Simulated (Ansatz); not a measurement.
**SiH₅ (doublet): wave-function methods side by side at distance Si1–H5 along a hydrogen transfer = 2.115 Å, cc-pVTZ**

Aim: climb from Hartree-Fock through coupled cluster and multireference methods for SiH₅ (doublet) at one geometry and basis, and see what each rung misses.

Method: cc-pVTZ, core rule «outside noble gas», up to 5 orbitals frozen; program: Ansatz 0.2.0, Gaussian basis.

To be run: UHF; CCSD(T) on ROHF; CCSD(T) on UHF; BCCD(T) on ROHF; CCSDT(Q) on ROHF; CCSDT(Q) on UHF; CASSCF and NEVPT2, 3 electrons in 3 orbitals; CASSCF and NEVPT2, 9 electrons in 9 orbitals.

## 1. What is computed

The geometry derives from fragments relaxed apart (PBE0/def2-TZVP) and kept rigid, so it is no stationary point. A hydrogen atom is moved between rigid fragments.

6 atoms, charge 0, spin multiplicity 2.

Atoms are counted from 1 here; the program's logs count them from 0.

Bond lengths: Si1–H2 1.485 Å, Si1–H3 1.485 Å, Si1–H4 1.485 Å, H5–H6 0.745 Å. Angles: H2–Si1–H3 109.5°, H2–Si1–H4 109.5°, H3–Si1–H4 109.5°.

## 2. UHF

Contents of in.yaml:

```yaml
crystal:
  periodic: [false, false, false]
  atoms:
    - {symbol: Si, position_ang: [-0.106206, 0.000000, 0.000000]}
    - {symbol: H, position_ang: [-0.601078, 1.399708, 0.000000]}
    - {symbol: H, position_ang: [-0.601078, -0.699854, 1.212183]}
    - {symbol: H, position_ang: [-0.601078, -0.699854, -1.212183]}
    - {symbol: H, position_ang: [2.008794, 0.000000, 0.000000]}
    - {symbol: H, position_ang: [2.753794, 0.000000, 0.000000]}
basis:
  gaussian: {orbitals: cc-pVTZ}
magnetization: {spin_polarized: true, initial_magnetization: 1}
hamiltonian: {xc: hf}
output: {orbitals: {seedname: orbitals}}
```

Run with:

```sh
ansatz run in.yaml --threads 1 --pin off --events-out ev --progress --plain --max-ram 4096MiB --backend cpu
```

After this run come: CCSD(T) on ROHF; CCSD(T) on UHF; BCCD(T) on ROHF; CCSDT(Q) on ROHF; CCSDT(Q) on UHF; CASSCF and NEVPT2, 3 electrons in 3 orbitals; CASSCF and NEVPT2, 9 electrons in 9 orbitals.

Q: Predict the results of all the runs planned. Wanted: UCCSDT(Q) below the RHF energy; RMP2 from UCCSDT(Q); UMP2 from UCCSDT(Q); RCCSD from UCCSDT(Q); RCCSD(T) from UCCSDT(Q); UCCSD(T) from UCCSDT(Q); RCCSDT(Q) from UCCSDT(Q); NEVPT2 pair from UCCSDT(Q); NEVPT2 valence from UCCSDT(Q).

As calculated:

| quantity | value |
| --- | --- |
| UCCSDT(Q) below the RHF energy | -5.3399 eV |
| RMP2 from UCCSDT(Q) | +103.2 kJ/mol |
| UMP2 from UCCSDT(Q) | +102.9 kJ/mol |
| RCCSD from UCCSDT(Q) | +13.8 kJ/mol |
| RCCSD(T) from UCCSDT(Q) | +2.7 kJ/mol |
| UCCSD(T) from UCCSDT(Q) | +2.6 kJ/mol |
| RCCSDT(Q) from UCCSDT(Q) | +0.1 kJ/mol |
| NEVPT2 pair from UCCSDT(Q) | +103.2 kJ/mol |
| NEVPT2 valence from UCCSDT(Q) | +107.4 kJ/mol |
| levels within 1 kcal/mol (43 meV) | RCCSD(T), UCCSD(T), BCCD(T), RCCSDT, UCCSDT, RCCSDT(Q) |
| T1 diagnostic | 0.019 |
| effectively unpaired electrons | 1.01 |

What this shows: RCCSD(T) misses by +2.7 kJ/mol, 0.5 % of the correlation energy. One determinant dominates. Of the multireference levels listed NEVPT2 pair comes nearest in total energy (+103.2 kJ/mol), which doesn't show that its space is the better one. These misses are within one basis, not against nature; the frozen cores of restricted and unrestricted runs differ, which can shift their rows.
